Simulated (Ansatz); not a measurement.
`CCOCF` → `OCF` + `C=C` at 298.15 K and 1 bar (alkene loss).

Computed with Ansatz on PBE0-D4/def2-TZVP structures; ΔE is electronic, products minus reactants. CBS: MP2 limit from def2 TZ/QZ plus the TZ coupled-cluster correction, frozen cores. This one scheme is used for every species. One conformer a species, not always the lowest.

```tsv
species	CCSD(T)/CBS energy (Eh)	H − E (kJ/mol)	S (J/(mol·K))
`CCOCF`	-293.32300	285.6	322.7
`OCF`	-214.81254	130.4	256.5
`C=C`	-78.48111	144.6	218.9
```

H − E and S are ideal-gas, rigid-rotor, harmonic terms from PBE0-D4/def2-TZVP, for one conformer and one mirror image of each species. 1 Eh = 2625.50 kJ/mol, R = 8.31446 J/(mol·K).

Problem. By hand: ΔE, ΔH, ΔS and ΔG.

Solution. ΔE = (-214.81254) + (-78.48111) − (-293.32300) = 0.02935 Eh = 77.1 kJ/mol. Δ(H − E) = 130.4 + 144.6 − 285.6 = -10.6, so ΔH = 66.5 kJ/mol. ΔS = 256.5 + 218.9 − 322.7 = 152.7 J/(mol·K). ΔG = 66.5 − 298.15 × (152.7)/1000 = 21.0 kJ/mol.

Problem. By hand: the equilibrium constant, and the temperature at which ΔG would vanish if ΔH and ΔS stayed fixed.

Solution. log₁₀ K = −ΔG/(RT ln 10) = -3.7. ΔG = 0 at ΔH/ΔS = 435 K.

The number of gas molecules changes by +1, which sets the sign of ΔS. A doubt of 5 kJ/mol in ΔE shifts log₁₀ K by 0.9 here. Other conformers and mirror images would add mixing entropy, several J/(mol·K) or more a flexible species. These are equilibria of isolated gas molecules and say nothing of rates. Largest T1 diagnostic: 0.011 (customary marks: 0.02 for closed shells, 0.045 for open ones).
